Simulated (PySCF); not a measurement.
# Working out the ionisation energy of Si

Si [Ne] 3s2 3p2 (3P) → Si⁺ [Ne] 3s2 3p1 (2P). Calculation: PySCF 2.14, in def2-SVP (4s3p1d, 18 functions); no relativity, point nucleus. Frozen: [Ne]. Energies in hartree (1 hartree = 27.21139 eV):

| part | Si (lower) | Si⁺ (upper) |
| --- | --- | --- |
| UHF | -288.753128 | -288.472171 |
| CCSD correlation | -0.061456 | -0.053011 |
| (T) | -0.000977 | -0.000662 |

Question: What does Hartree-Fock give?

Answer: (-288.472171) − (-288.753128) = 0.280957 hartree = 7.645 eV.

Question: What do CCSD and CCSD(T) give?

Answer: The CCSD correlation energies differ by 0.008445 hartree = 0.230 eV and the triples by 0.000315 hartree = 0.009 eV, so CCSD gives 7.875 eV and CCSD(T) 7.884 eV.

Measured between the centres of the two terms (NIST): 8.157 eV, so CCSD(T) (valence) is off by -0.273 eV.

A double-zeta basis recovers only part of the correlation energy.

What remains against the reference includes basis incompleteness, the frozen core and higher excitations.
